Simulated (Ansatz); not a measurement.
**As3Pt: from a trial structure to a relaxed crystal**

Computed with Ansatz 0.2.0, DFT r2SCAN, scalar-relativistic, plane waves, PAW. Cutoff 500 eV, Γ-centred k mesh, Gaussian smearing, no spin polarisation in the final step.

The start puts As3Pt on the Cu3Au (L1_2) structure type (Pm-3m, No. 221), with Pt in place of Au, As in place of Cu, at a guessed volume.

```xyz
4
Lattice="4.2330 0.0000 0.0000 0.0000 4.2330 0.0000 0.0000 0.0000 4.2330" Properties=species:S:1:pos:R:3 pbc="T T T"
As    0.0000    2.1165    2.1165
As    2.1165    0.0000    2.1165
As    2.1165    2.1165    0.0000
Pt    0.0000    0.0000    0.0000
```

Steps on the 4×4×4 mesh (4 atoms). 5 of 5 steps are shown, and the free energy counts from the last. Trial steps that were taken back and renewals of the plane-wave basis can be among the rows.

| step | ΔF (meV/atom) | V (Å³/atom) | P (GPa) |
| --- | --- | --- | --- |
| 1 | 36.2 | 18.96 | -7.77 |
| 2 | 37.9 | 16.33 | 10.64 |
| 3 | 0.5 | 17.76 | -1.22 |
| 4 | -0.3 | 17.55 | 0.19 |
| 5 | 0.0 | 17.55 | 0.18 |

A final relaxation ran on a 12×12×12 mesh. The relaxed crystal, Pm-3m (No. 221):

```
As Pt
1.0
     4.13986    0.00000    0.00000
     0.00000    4.13986    0.00000
     0.00000    0.00000    4.13986
As Pt
3 1
Cartesian
  0.0000 2.0699 2.0699
  2.0699 0.0000 2.0699
  2.0699 2.0699 0.0000
  0.0000 0.0000 0.0000
```

```json
{"Volume per atom": "17.74 Å³", "Density": "9.83 g/cm³", "Energy over the elements": "0.51 eV/atom", "Gap on the 12×12×12 mesh": "0 eV (a metal)"}
```

Formation energies are uncorrected and refer to the elements' standard structures at the same level.

The final run used a 12×12×12 mesh on its 4-atom cell and 0.10 eV smearing. For metals, differences of a few meV/atom aren't resolved. Spin–orbit coupling is left out.

A structure relaxed within its symmetry needn't be a true minimum.

Cost: 3 runs of about 2.4 core-minutes in all, on Arm Neoverse V2 (shared hosts).